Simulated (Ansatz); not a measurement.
**Worked example: correlation energy of HAlSi, singlet**

Geometry: that of the HAlSi, triplet, kept fixed. The triplet lies 0.6 eV lower here.

```yaml
atoms:
  - { symbol: Si, position_ang: [0.0000, 0.0000, 2.0886] }
  - { symbol: Al, position_ang: [0.0000, 0.0000, -0.2449] }
  - { symbol: H, position_ang: [0.0000, 0.0000, -1.8437] }
```

Basis 6-31G; Ansatz 0.2.0. Only valence electrons are correlated (noble-gas cores frozen), which leaves 8 electrons in 18 orbitals. R marks a restricted (for open shells ROHF) determinant.

Full CI is exact within this basis and frozen core; it isn't the basis-set limit.

The determinant fills πx and πy unequally, so it is a mixture of Σ and Δ, which weighs on every level built on one determinant.

RCCSD has a T1 diagnostic of 0.028 and a largest doubles amplitude of 0.17.

Runs differ by some tens of microhartree through their thresholds, so steps under 0.03 kcal/mol mean nothing.

```json
{"level": "RHF", "total energy (hartree)": "-531.245499"}
{"level": "RMP2", "total energy (hartree)": "-531.317577"}
{"level": "RCCSD", "total energy (hartree)": "-531.343754"}
{"level": "RCCSD(T)", "total energy (hartree)": "-531.346824"}
{"level": "RCCSDT*", "total energy (hartree)": "-531.349040"}
{"level": "RCCSDT(Q)*", "total energy (hartree)": "-531.350488"}
{"level": "RCCSDTQ*", "total energy (hartree)": "-531.350774"}
{"level": "full CI", "total energy (hartree)": "-531.350858"}
```

What is the correlation energy at full CI, and what share of it do RMP2 and RCCSDT recover?

E(corr) = -531.350858 − (-531.245499) = -0.105359 hartree = -2.867 eV. RMP2: -0.072078 / -0.105359 = 68.41 %. RCCSDT: -0.103541 / -0.105359 = 98.27 %.

By how many kcal/mol does RCCSD(T) miss full CI (1 hartree = 627.509 kcal/mol), and which steps make up the rest?

-531.346824 − (-531.350858) = 0.004034 hartree = 2.53 kcal/mol. Steps: RCCSDT − RCCSD(T) = -1.39, RCCSDT(Q) − RCCSDT = -0.91, RCCSDTQ − RCCSDT(Q) = -0.18, full CI − RCCSDTQ = -0.05 kcal/mol. With more than one leading determinant such errors change with state and geometry, and needn't cancel in differences.

An asterisk marks runs whose energy the program itself flagged as in doubt.
